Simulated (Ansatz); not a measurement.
BCl2H (BHCl2). The state is a singlet with charge 0. Geometry r2SCAN-D4/def2-TZVP.

```tsv
atom	x (Å)	y (Å)	z (Å)
B1	0.026	0.130	0.013
Cl2	0.903	-1.023	0.975
Cl3	-1.183	-0.395	-1.120
H4	0.255	1.288	0.132
```

Q: Estimate the orbital energies around the gap (eV) in Ansatz with LDA (SPW92)/def2-TZVP, r2SCAN-D4/def2-TZVP, B97M-V/def2-TZVP, PBE0-D4/def2-TZVP, CAM-B3LYP-D4/def2-TZVP.

A: 
| orbital | LDA (SPW92)/def2-TZVP | r2SCAN-D4/def2-TZVP | B97M-V/def2-TZVP | PBE0-D4/def2-TZVP | CAM-B3LYP-D4/def2-TZVP |
| --- | --- | --- | --- | --- | --- |
| HOMO−9 | -177.52 | -183.12 | -186.25 | -187.35 | -188.47 |
| HOMO−8 | -21.82 | -22.77 | -23.22 | -24.43 | -26.07 |
| HOMO−7 | -20.96 | -21.86 | -22.34 | -23.49 | -25.10 |
| HOMO−6 | -13.08 | -13.60 | -13.69 | -14.85 | -16.38 |
| HOMO−5 | -10.91 | -11.19 | -11.30 | -12.34 | -13.87 |
| HOMO−4 | -10.79 | -11.15 | -11.17 | -12.26 | -13.65 |
| HOMO−3 | -9.68 | -9.87 | -9.92 | -10.94 | -12.37 |
| HOMO−2 | -8.51 | -8.72 | -8.81 | -9.72 | -11.05 |
| HOMO−1 | -8.04 | -8.25 | -8.35 | -9.32 | -10.69 |
| HOMO | -7.94 | -8.19 | -8.28 | -9.26 | -10.66 |
| LUMO | -2.97 | -2.40 | -2.36 | -1.75 | -0.58 |
| LUMO+1 | 0.51 | 1.21 | 1.11 | 1.56 | 2.21 |
| LUMO+2 | 0.85 | 1.71 | 1.19 | 1.84 | 2.88 |
| LUMO+3 | 1.29 | 2.19 | 1.83 | 2.34 | 3.13 |
| LUMO+4 | 2.11 | 3.06 | 2.47 | 3.04 | 3.88 |
| LUMO+5 | 2.62 | 3.49 | 3.12 | 3.54 | 4.21 |
